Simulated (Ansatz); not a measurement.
# Two structures, one formula

Two relaxed structures of CH₃MgO (charge +1), singlet (PBE0-D4/def2-TZVP; forces vanish, vibrations not checked).

A:

```
6
angstrom
C -0.3164 -0.3403 -1.2675
O -0.0283 -0.0333 -0.1258
Mg 0.4275 0.4591 1.7057
H -1.2776 -0.0333 -1.6993
H 0.3819 -0.9276 -1.8775
H 0.8130 0.8754 3.2644
```

B:

```xyz
6
angstrom
C -0.2434 -0.5038 -1.3771
O 0.2115 0.0095 -0.1516
Mg 0.2740 0.3828 1.5162
H -1.2148 -0.0798 -1.6422
H 0.4767 -0.2404 -2.1564
H -0.3313 -1.5920 -1.3368
```

Program: Ansatz 0.2.0. Basis: def2-TZVPP. Cores are frozen in the correlated methods. The outer core shell of Li, Na, Mg and K is correlated. The def2 sets are not built for correlating such inner shells, so the correlated values are less sure here. B3LYP uses VWN-RPA correlation.

Question: Which structure is lower at CCSD(T), and by how much? (To be estimated.)

Answer: Computed: A, by 4.52 kcal/mol (electronic energy, against the other). By their contacts, A is CH₃MgO ([CH2][O][MgH]), total charge +1 and B is CH₃MgO ([CH3][O][Mg]), total charge +1.

Question: Do the other methods give the same order? (A judgement: the text doesn't fix the answer.)

Answer: By the calculation: Not all: MP2 gives the other order.

| method | E(B) − E(A) (kcal/mol) |
| --- | --- |
| PBE-D4 | 3.16 |
| r2SCAN-D4 | 0.92 |
| PBE0-D4 | 2.90 |
| B3LYP-D4 | 6.04 |
| wB97M-V | 5.28 |
| HF | 12.94 |
| MP2 | -0.25 |
| CCSD | 4.90 |
| CCSD(T) | 4.52 |

The T1 diagnostic stays at or below 0.015.

Labels in which every atom is bracketed show which atoms are joined, not bond orders.

For scale, one of the runs: CCSD(T)/def2-TZVPP, 136 basis functions, launched by `ansatz run in.yaml --threads 2 --pin off --events-out ev --progress --plain --max-ram 4352MiB`. Time: 17 s of wall clock on 2 CPU threads of an Arm Neoverse V2; the host was shared. Peak host memory: 0.83 GiB.
